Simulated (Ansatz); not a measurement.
# AlH3O (AlH2(OH)): CCSDT(Q)/STO-3G

Aim: the vertical ionisation energy of AlH3O (AlH2(OH)) at CCSDT(Q)/STO-3G, from 2 runs. 

Program for the calculation: Ansatz 0.2.0.

56 further runs of the same task are left out: 56 set aside as unsound or not needed.

**1. The system as given**

The species is AlH3O (5 atoms), meant as a singlet with charge 0. SMILES: `[H][Al]([H])[OH]`. The shape comes from GFN2-xTB, which is rough for such elements, and wasn't checked as a minimum.

Bond lengths: Al1–O4 1.636 Å, Al1–H2 1.532 Å, Al1–H3 1.531 Å, O4–H5 0.949 Å. Angles: Al1–O4–H5 179.6°, H2–Al1–O4 120.0°, H3–Al1–O4 120.0°, H2–Al1–H3 120.0°.

**2. A single-point energy at CCSDT(Q)/STO-3G**

File molecule.yaml:

```yaml
crystal:
  periodic: [false, false, false]
  atoms:
    - symbol: Al
      position_ang: [0.271770, 0.451120, -0.109270]
    - symbol: H
      position_ang: [1.798980, 0.417230, -0.221380]
    - symbol: H
      position_ang: [-0.481020, 1.769010, -0.311810]
    - symbol: O
      position_ang: [-0.555450, -0.920030, 0.226660]
    - symbol: H
      position_ang: [-1.034280, -1.717330, 0.415800]
basis:
  gaussian:
    orbitals: STO-3G
total_charge: 0
scf:
  omitted_lower_state_checks: [cluster_reference, increment]
accuracy: high
correlation:
  method: ccsdt_q
  frozen_orbitals: {Al: 5, H: 0, O: 1}
```

Launch:

```bash
$ ansatz run molecule.yaml --threads 1 --pin off --max-ram 2610MiB --events-out events.jsonl --progress --plain --runs-dir runs
```

The program printed:

```text
Warning: RAYON_NUM_THREADS=1 ignored (pool sized by the plan → 1); use --threads N
Functional definition: HF
  name "HF"
  exchange = exact_x
  correlation = 0
these checks for a lower state are left out or cut short: cluster_reference, increment
288 factors; integrals over basis functions are off by at most 2.9e-8 eV
mean field evaluation 1: about -8558.4718 eV, gradient 2.3e1 eV
mean field evaluation 2: about -8558.4866 eV, gradient 2.3e1 eV
mean field evaluation 4: about -8560.2427 eV, gradient 9.7e-1 eV
mean field evaluation 8: about -8560.2463 eV, gradient 6.5e-5 eV
mean field -8560.24634855 eV, -314.5832509658 hartree, gradient 4.8e-9 eV, S^2 0.000000; 0 other end points of the search recorded, 0 dependent functions left out
6 core orbitals not correlated: weight in the atoms' cores, before any rotation towards them, 0.999 or more for the frozen orbitals, at most 0.000 for the correlated occupied ones
reference -8560.24634855 eV, -314.5832509658 hartree; 6, 6 occupied and 5, 5 virtual orbitals, 288 factors
second order -1.65830148 eV of doubles, -0.00000000 eV of singles
cycle   1  -1.94780566 eV  change   -2.9e-1 eV  update   7.6e-2
cycle   2  -2.15672713 eV  change   -2.1e-1 eV  update   3.4e-2
cycle   3  -2.25910554 eV  change   -1.0e-1 eV  update   2.2e-2
cycle   4  -2.26436294 eV  change   -5.3e-3 eV  update   5.2e-3
cycle   5  -2.26240162 eV  change    2.0e-3 eV  update   2.8e-3
cycle   6  -2.26251014 eV  change   -1.1e-4 eV  update   6.6e-4
cycle   7  -2.26259523 eV  change   -8.5e-5 eV  update   2.4e-4
cycle   8  -2.26251429 eV  change    8.1e-5 eV  update   8.2e-5
cycle   9  -2.26249575 eV  change    1.9e-5 eV  update   2.7e-5
cycle  10  -2.26250531 eV  change   -9.6e-6 eV  update   8.6e-6
cycle  11  -2.26250434 eV  change    9.7e-7 eV  update   3.2e-6
cycle  12  -2.26250516 eV  change   -8.2e-7 eV  update   1.5e-6
cycle  13  -2.26250438 eV  change    7.8e-7 eV  update   4.1e-7
cycle  14  -2.26250396 eV  change    4.2e-7 eV  update   1.7e-7
cycle  15  -2.26250395 eV  change    4.5e-9 eV  update   6.6e-8
cycle  16  -2.26250397 eV  change   -1.4e-8 eV  update   2.7e-8
cycle  17  -2.26250370 eV  change    2.7e-7 eV  update   7.8e-8
cycle  18  -2.26250357 eV  change    1.3e-7 eV  update   3.3e-8
cycle  19  -2.26250353 eV  change    3.8e-8 eV  update   1.3e-8
cycle  20  -2.26250352 eV  change    1.1e-8 eV  update   5.2e-9
cycle  21  -2.26250352 eV  change    1.3e-9 eV  update   2.0e-9
cycle  22  -2.26250352 eV  change   1.9e-10 eV  update  6.3e-10
perturbative correction 0.00023245 eV, 0.0000085423 hartree
Total energy: -8562.50861962 eV, -314.6663878943 hartree
Checks for a lower state left out: cluster_reference, increment
```

Run time: 0.38 s. Hardware: 1 thread of Intel Xeon Platinum 8259CL at 2.50GHz (Skylake/Cascade Lake), shared host.

**3. The doublet cation at the same level**

File run.yaml:

```yaml
crystal:
  periodic: [false, false, false]
  atoms:
    - {symbol: Al, position_ang: [0.271770, 0.451120, -0.109270]}
    - {symbol: H, position_ang: [1.798980, 0.417230, -0.221380]}
    - {symbol: H, position_ang: [-0.481020, 1.769010, -0.311810]}
    - {symbol: O, position_ang: [-0.555450, -0.920030, 0.226660]}
    - {symbol: H, position_ang: [-1.034280, -1.717330, 0.415800]}
basis:
  gaussian:
    orbitals: STO-3G
total_charge: 1
magnetization:
  spin_polarized: true
  initial_magnetization: 1
correlation:
  method: ccsdt_q
  frozen_orbitals: {Al: 5, H: 0, O: 1}
accuracy: high
scf:
  omitted_lower_state_checks: [cluster_reference, increment]
```

Launch:

```bash
$ ansatz run run.yaml --threads 1 --pin off --max-ram 2610MiB --events-out events.jsonl --progress --plain --runs-dir runs
```

The program printed:

```text
Warning: RAYON_NUM_THREADS=1 ignored (pool sized by the plan → 1); use --threads N
Functional definition: HF
  name "HF"
  exchange = exact_x
  correlation = 0
these checks for a lower state are left out or cut short: cluster_reference, increment
287 factors; integrals over basis functions are off by at most 2.9e-8 eV
mean field evaluation 1: about -8546.8132 eV, gradient 2.6e1 eV
mean field evaluation 2: about -8546.8275 eV, gradient 2.6e1 eV
mean field evaluation 4: about -8553.4191 eV, gradient 4.8e0 eV
mean field evaluation 8: about -8554.8149 eV, gradient 2.2e-1 eV
mean field evaluation 16: about -8554.5886 eV, gradient 9.2e-1 eV
mean field -8554.81364734 eV, -314.3836028789 hartree, gradient 6.4e-8 eV, S^2 0.756369; 5 other end points of the search recorded, 0 dependent functions left out
6 core orbitals not correlated: weight in the atoms' cores, before any rotation towards them, 0.999 or more for the frozen orbitals, at most 0.001 for the correlated occupied ones
reference -8554.81364734 eV, -314.3836028789 hartree; 6, 5 occupied and 5, 6 virtual orbitals, 287 factors
second order -1.32209240 eV of doubles, -0.00000000 eV of singles
cycle   1  -1.68469245 eV  change   -3.6e-1 eV  update   6.0e-2
cycle   2  -1.94455314 eV  change   -2.6e-1 eV  update   3.3e-2
cycle   3  -1.98733084 eV  change   -4.3e-2 eV  update   2.0e-2
cycle   4  -2.03631709 eV  change   -4.9e-2 eV  update   1.5e-2
cycle   5  -2.05138779 eV  change   -1.5e-2 eV  update   7.0e-3
cycle   6  -2.05655312 eV  change   -5.2e-3 eV  update   3.1e-3
cycle   7  -2.05600950 eV  change    5.4e-4 eV  update   1.0e-3
cycle   8  -2.05605962 eV  change   -5.0e-5 eV  update   4.3e-4
cycle   9  -2.05637196 eV  change   -3.1e-4 eV  update   2.3e-4
cycle  10  -2.05637851 eV  change   -6.6e-6 eV  update   1.0e-4
cycle  11  -2.05636137 eV  change    1.7e-5 eV  update   5.4e-5
cycle  12  -2.05636178 eV  change   -4.1e-7 eV  update   3.2e-5
cycle  13  -2.05638947 eV  change   -2.8e-5 eV  update   1.4e-5
cycle  14  -2.05639314 eV  change   -3.7e-6 eV  update   6.0e-6
cycle  15  -2.05638907 eV  change    4.1e-6 eV  update   2.9e-6
cycle  16  -2.05638373 eV  change    5.3e-6 eV  update   1.6e-6
cycle  17  -2.05638197 eV  change    1.8e-6 eV  update   5.2e-7
cycle  18  -2.05638185 eV  change    1.3e-7 eV  update   2.4e-7
cycle  19  -2.05638187 eV  change   -2.5e-8 eV  update   1.5e-7
cycle  20  -2.05638198 eV  change   -1.0e-7 eV  update   1.0e-7
cycle  21  -2.05638199 eV  change   -1.5e-8 eV  update   7.4e-8
cycle  22  -2.05638204 eV  change   -4.7e-8 eV  update   6.4e-8
cycle  23  -2.05638203 eV  change    9.1e-9 eV  update   5.8e-8
cycle  24  -2.05638173 eV  change    3.0e-7 eV  update   9.5e-8
cycle  25  -2.05638147 eV  change    2.6e-7 eV  update   6.7e-8
cycle  26  -2.05638141 eV  change    5.6e-8 eV  update   5.1e-8
cycle  27  -2.05638142 eV  change   -4.9e-9 eV  update   4.4e-8
cycle  28  -2.05638144 eV  change   -2.7e-8 eV  update   3.2e-8
cycle  29  -2.05638144 eV  change    6.5e-9 eV  update   2.4e-8
cycle  30  -2.05638143 eV  change    3.0e-9 eV  update   1.5e-8
cycle  31  -2.05638144 eV  change   -1.8e-9 eV  update   7.8e-9
cycle  32  -2.05638144 eV  change    1.4e-9 eV  update   3.3e-9
cycle  33  -2.05638143 eV  change   7.3e-10 eV  update   1.6e-9
cycle  34  -2.05638143 eV  change    1.0e-9 eV  update  7.3e-10
perturbative correction -0.00165017 eV, -0.0000606424 hartree
Total energy: -8556.87167894 eV, -314.4592341451 hartree
Checks for a lower state left out: cluster_reference, increment
```

Wall time 1.4 s (1 thread of Intel Xeon Platinum 8259CL at 2.50GHz (Skylake/Cascade Lake), shared host).

**4. Outcome**

Level: CCSDT(Q)/STO-3G, 6 core orbitals frozen.

| quantity | value |
| --- | --- |
| singlet AlH3O: total energy | -314.66639 Eh |
| singlet AlH3O: correlation energy (6 core orbitals frozen) | -83.1 mEh |
| singlet AlH3O: T1 diagnostic | 0.018 |
| doublet cation: total energy | -314.45923 Eh |
| doublet cation: correlation energy (6 core orbitals frozen) | -75.6 mEh |
| doublet cation: ⟨S²⟩ of the reference determinant | 0.756 |
| doublet cation: T1 diagnostic | 0.038 |
| vertical ionisation energy (to the doublet cation) | 5.637 eV |

Removing an electron at fixed nuclei costs 5.64 eV (130 kcal/mol). In a minimal basis such a difference can be off by several eV, whatever the method.
